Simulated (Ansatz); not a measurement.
One change: `FC(Cl)(Cl)Cl` becomes `N#CC(Cl)(Cl)Cl`.

Ansatz, PBE0-D4/def2-TZVP geometries, multiplicity 1. 

```
                                                                                  property  `FC(Cl)(Cl)Cl`
ideal-gas entropy at 298 K and 1 bar (rigid rotor, harmonic PBE0-D4/def2-TZVP) / J/(mol·K)             309
                                        size of the dipole moment (ωB97M-V/def2-TZVPP) / D            0.40
                                                      HOMO–LUMO gap (PBE0/def2-TZVPP) / eV            7.96
                                                        HOMO energy (PBE0/def2-TZVPP) / eV           -9.12
                                                         HOMO energy (PBE/def2-TZVPP) / eV           -7.64
                                            size of the dipole moment (PBE/def2-TZVPP) / D            0.29
```

Question: Give the same properties after the change, and the shifts. (An estimate is asked.)

Answer: Computed: 
```
                                                                                  property  `N#CC(Cl)(Cl)Cl`  shift
ideal-gas entropy at 298 K and 1 bar (rigid rotor, harmonic PBE0-D4/def2-TZVP) / J/(mol·K)               332     23
                                        size of the dipole moment (ωB97M-V/def2-TZVPP) / D              2.30   1.90
                                                      HOMO–LUMO gap (PBE0/def2-TZVPP) / eV              7.92  -0.04
                                                        HOMO energy (PBE0/def2-TZVPP) / eV             -9.46  -0.34
                                                         HOMO energy (PBE/def2-TZVPP) / eV             -8.00  -0.36
                                            size of the dipole moment (PBE/def2-TZVPP) / D              2.29   2.00
```

With PBE0 the HOMO falls by 0.34 eV and the LUMO falls by 0.39 eV, so the gap narrows by about 0.05 eV. PBE moves the HOMO by -0.36 eV and ωB97M-V by -0.35 eV. The zero-point energy changes by 16.4 kJ/mol with +3 modes. Dipoles are sizes alone; their direction can turn.
